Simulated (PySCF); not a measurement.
Molecule: `Fc1ccsc1`, C4H3FS.

Cartesian coordinates in Å; atom numbers follow the order of the lines, from 1:
```xyz
9

F    -1.1536   -0.2726    1.9301
C    -0.5759   -0.0441    0.7582
C     0.7066   -0.5631    0.4332
C     1.0848   -0.1888   -0.8279
S    -0.1083    0.7751   -1.5996
C    -1.1484    0.7027   -0.2352
H     1.3001   -1.1783    1.1093
H     2.0106   -0.4306   -1.3479
H    -2.1159    1.1998   -0.2202
```

Geometry PBE0-D3(BJ)/def2-SVP throughout; GIAO in PySCF 2.14, gas phase, one conformer, non-relativistic; equivalent atoms averaged; functional PBE0.

For orientation, 6-31G* gives these absolute shieldings σ: F1 322.9, C2 43.8, C4 72.8, C6 92.4, C3 82.9, S5 380.0, H8 25.13, H7 25.36, H9 25.82 ppm.

A run gave: F1 325.2, C2 38.8, C4 68.2, C6 89.2, C3 80.2, S5 381.9, H8 24.10, H7 24.49, H9 24.67 ppm (absolute shieldings σ).

Q: Which basis set was used in that run?
A. pcSseg-2
B. cc-pVDZ
C. aug-cc-pVDZ
D. pcSseg-0
E. cc-pVTZ

A: C. S5 tells them apart best: aug-cc-pVDZ gives 381.9, pcSseg-0 gives 361.6, pcSseg-2 gives 301.4, cc-pVDZ gives 388.3, cc-pVTZ gives 342.6 ppm.
